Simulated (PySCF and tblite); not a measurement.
Values are calculated unless marked as measured or tabulated.
Conformer ensemble of C₃H₈O, numbered as in [CH3:1][CH2:2][O:3][CH3:4]

Geometries PBE0-D3(BJ)/def2-SVP; weights from PBE0-D3(BJ)/def2-TZVP energies and GFN2-xTB thermal corrections, with symmetry numbers and mirror pairs. Conformers within 4 kcal/mol (GFN2-xTB free energy) were kept, 5 at most. GIAO shieldings: PBE0/pcSseg-1. Shifts are against TMS (¹H), TMS (¹³C) at the same level. Codes: tblite and PySCF.

Torsions listed: C1–C2–O3–C4. Of a mirror pair one member is shown.

| conformer | shape | symmetry | E(GFN2) kcal/mol | E(DFT) kcal/mol | G(298.15 K) kcal/mol | weight % | dipole D |
| --- | --- | --- | --- | --- | --- | --- | --- |
| 1 | 180° | Cs | 0.03 | 0.00 | 0.00 | 85.9 | 1.07 |
| 2 | 73° | C1 (pair) | 0.00 | 1.29 | 1.07 | 14.1 | 1.20 |

Weights (%) against temperature:

| T (K) | 1 | 2 | S(mix) cal/mol/K |
| --- | --- | --- | --- |
| 180 | 96.7 | 3.3 | 0.33 |
| 230 | 92.5 | 7.5 | 0.63 |
| 298.15 | 85.9 | 14.1 | 1.00 |
| 330 | 82.8 | 17.2 | 1.15 |
| 400 | 76.8 | 23.2 | 1.40 |

Averaged shifts at 298.15 K. ¹H: 3.27 (H4, 3H), 3.13 (H2, 2H), 1.16 (H1, 3H) ppm. ¹³C: 69.5 (C2), 58.9 (C4), 16.9 (C1) ppm.

Coordinates of conformer 1 (Å):

```xyz
12

C     1.691    0.311    0.693
C     0.493   -0.311    0.018
O    -0.665    0.059    0.708
C    -1.828   -0.463    0.154
H     1.601    1.407    0.701
H     1.767   -0.031    1.735
H     2.618    0.040    0.167
H     0.432    0.019   -1.042
H     0.593   -1.417   -0.006
H    -1.975   -0.136   -0.896
H    -2.680   -0.105    0.751
H    -1.835   -1.572    0.164
```

Shifts are unscaled: against experiment ¹³C can be off by 15 ppm or more and ¹H by 0.8 ppm.

Search and properties took 19 s on 1 thread of AMD EPYC 7R43 64-Core, on a host shared with other jobs (rough), launched as `OMP_NUM_THREADS=1 python ens_run.py task.json out`.
